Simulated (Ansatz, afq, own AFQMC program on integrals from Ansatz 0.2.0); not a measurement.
AFQMC on a folder of integrals that Ansatz 0.2.0 wrote.

```yaml
crystal:
  periodic: [false, false, false]
  atoms:
    - {symbol: B, position_ang: [0.000000, -1.158874, -0.922931]}
    - {symbol: O, position_ang: [0.000000, 1.308021, 3.022299]}
    - {symbol: F, position_ang: [0.000000, -0.442088, -2.020021]}
basis:
  gaussian: {orbitals: cc-pVDZ}
magnetization: {spin_polarized: true, initial_magnetization: 2}
correlation: {method: ccsd_t, electrons: outside_noble_gas, hamiltonian_folder: ham}
```

```sh
$ ansatz run in.yaml --threads 1 --pin off --events-out ev --progress --plain --max-ram 1843MiB
```

Options of the walk:

```
--method phaseless --trial hf --walkers 120 --populations 1 --least-time 40 --time-step 0.005 --steps-per-block 20 --equilibration-blocks 160 --max-blocks 600 --target-error 0.00288 --factor-cut 1e-05 --start spin_pure --seed 3923 --taylor-order 6
```

Times are imaginary, in 1/Eh. The walk had a cap of 2050 s.

afq prints:

```
orbitals 39  electrons 9 7  factors 254 of 389
reference energy -198.89864457 Eh
CCSD correlation -0.38453916 Eh in 11 cycles, weight of the determinant in the CISD state 0.8770
energy of the start -198.898765 Eh
 block  time / (1/Eh)  mean weight  energy / Eh
     1     0.100  1.0013  -199.043159
     2     0.200  1.0021  -199.110731
     3     0.300  1.0029  -199.172878
     4     0.400  1.0053  -199.189630
     5     0.500  1.0029  -199.221085
     7     0.700  1.0002  -199.235695
     9     0.900  1.0029  -199.242321
    20     2.000  0.9976  -199.316350
    58     5.800  1.0027  -199.316474
    96     9.600  0.9994  -199.305500
   134    13.400  1.0019  -199.292236
   172    17.200  0.9999  -199.342358
   210    21.000  0.9998  -199.295113
   248    24.800  0.9995  -199.260704
   286    28.600  1.0033  -199.264580
   324    32.400  1.0001  -199.282941
   362    36.200  1.0009  -199.295361
   400    40.000  0.9984  -199.326842
   438    43.800  1.0022  -199.229431
   476    47.600  0.9986  -199.279781
   495    49.500  1.0007  -199.386593
   514    51.400  0.9978  -199.310718
   552    55.200  1.0010  -199.308423
   590    59.000  1.0030  -199.250989
   628    62.800  0.9994  -199.277816
   666    66.600  1.0007  -199.296414
   704    70.400  1.0019  -199.297319
   742    74.200  0.9961  -199.295077
blocks merged  error / Eh  count
     1  0.001259  600
     2  0.001623  300
     4  0.002017  150
     8  0.002519  75
    16  0.003046  37
    32  0.003341  18
    64  0.003242  9
energy -199.293760 +/- 0.003341 Eh
(rows thinned)
```

The run passed its tests (sampling time, drift between the halves within three errors, error under three times the target), which doesn't prove that it has relaxed.

Against this walk (error 90.9 meV) on the same determinant: CCSD(T) 99.8 meV higher (within the noise), a separate phaseless walk with a CISD trial and standard settings 81.7 ± 93.7 meV higher (within the noise). The error is statistical and leaves out the bias of the constraint. None of these is a sure reference here.

Cautions: constraint bias not in the error; error above the target (90.9 against 78.4 meV); lower spins were not checked.

The walk took 7.3 min on 1 thread of Arm Neoverse V1, on a shared host. The log's last line is the phaseless energy.

A walk keeps the symmetry of its determinant, which the program's search chose and which needn't be the lowest solution, so a lower state of the same spin and another symmetry isn't excluded.
